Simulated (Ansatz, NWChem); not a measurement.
# Worked example: the enthalpy of formation of C3H5N (isocyanoethane)

C3H5N: 9 atoms, total charge 0, spin state singlet. SMILES: `[C-]#[N+]CC`. The shape is that of a PBE0-D4/def2-TZVP optimisation.

Total energies at CCSD(T)/cc-pVDZ, 4 core orbitals frozen (NWChem 7.3.0); the atoms run unrestricted:

| species | state | energy (Eh) |
| --- | --- | --- |
| C3H5N | singlet | -171.559622 |
| C | triplet | -37.760377 |
| N | quartet | -54.478502 |
| H | doublet | -0.499278 |

Harmonic wavenumbers at PBE0-D4/def2-TZVP, in cm⁻¹: 196, 221, 315, 483, 800, 866, 1051, 1119, 1157, 1312, 1376, 1409, 1482, 1485, 1501, 2258, 3066, 3068, 3105, 3149, 3154.

Measured heats of formation of the gaseous atoms at 298.15 K, in kJ/mol: C 716.9, N 472.4, H 218.0. Take 1 Eh = 2625.50 kJ/mol, 1 cm⁻¹ = 0.0119627 kJ/mol, RT = 2.479 kJ/mol.

Problem. Work out the heat of formation of the gas at 298 K.

Solution. 
1. Electronic atomisation energy: 3 × (-37.760377) + (-54.478502) + 5 × (-0.499278) − (-171.559622) = 1.303599 Eh = 3422.6 kJ/mol.
2. Zero-point energy: half the sum of the wavenumbers, 16286.5 cm⁻¹ = 194.8 kJ/mol.
3. Thermal vibrational enthalpy, Σ hcν̃/(exp(hcν̃/kT) − 1): 5.2 kJ/mol. Translation, rotation and pV of a non-linear molecule: 4 RT = 9.9 kJ/mol.
4. The 9 free atoms carry 5/2 RT each: 55.8 kJ/mol.
5. Spin-orbit coupling lowers the free atoms by 3 × 0.02 = 0.1 kJ/mol.
6. Atomisation enthalpy at 298 K: 3422.6 − 0.1 − 194.8 − 5.2 − 9.9 + 55.8 = 3268.4 kJ/mol.
7. Sum of the atoms' heats of formation: 3713.1 kJ/mol. Heat of formation: 3713.1 − 3268.4 = +444.7 kJ/mol.

The tabulated value is +141.7 kJ/mol (CRC Handbook of Chemistry and Physics), so this level is off by +303.0 kJ/mol, or 8.5 % of the atomisation enthalpy that the table implies (3571.3 kJ/mol). Coupled cluster needs large bases for atomisation: in a finite one the molecule is underbound. A double-zeta basis underbinds. Anharmonicity and any spin-orbit splitting of the molecule are left out, and cores are frozen in the wave-function part.
